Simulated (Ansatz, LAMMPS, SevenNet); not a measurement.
# Ladder of methods for the lattice parameter a of graphite

Reference value: 2.461 Å (measured, 300 K, not corrected to a static lattice, sources range from 2.456 to 2.461; as tabulated in Wikipedia's data pages).

```
level (code)              value (Å)  difference (%)
------------------------  ---------  --------------
LCBOP C.lcbop (LAMMPS)        2.459           -0.08
SevenNet-l3i5 (SevenNet)      2.468           +0.28
LDA (Ansatz)                  2.445           -0.65
PBE (Ansatz)                  2.467           +0.24
PBE-D3(BJ) (Ansatz)           2.465           +0.16
r²SCAN (Ansatz)               2.456           -0.20
HSE06 (Ansatz)                2.450           -0.45
```

Leaving aside LCBOP C.lcbop, which can be fitted to such values or carry a doubt: The reference is not for a static lattice or low temperature, so close values are not ranked against it.

The measured value isn't corrected to a static lattice, so vibrations enter the comparison. A static lattice is as a rule a little smaller than the measured one.  LDA, PBE, r²SCAN, HSE06: the cell comes from a level without a dispersion term, which matters for the spacing of layers, chains or molecules. Cutoffs and k meshes differ between the levels. Ansatz's density-functional and Hartree–Fock values are scalar-relativistic unless marked +SOC, with PAW data made under PBE.

Empirical potentials (LCBOP C.lcbop) are fitted to chosen data, which need not cover the solid at hand: agreement can be built in, and what lay outside the fit can be far off. Machine-learned potentials (SevenNet-l3i5) are trained on DFT data, which may include these solids.

Differences are worked out from the printed values.

Ansatz is a program for electronic structure.
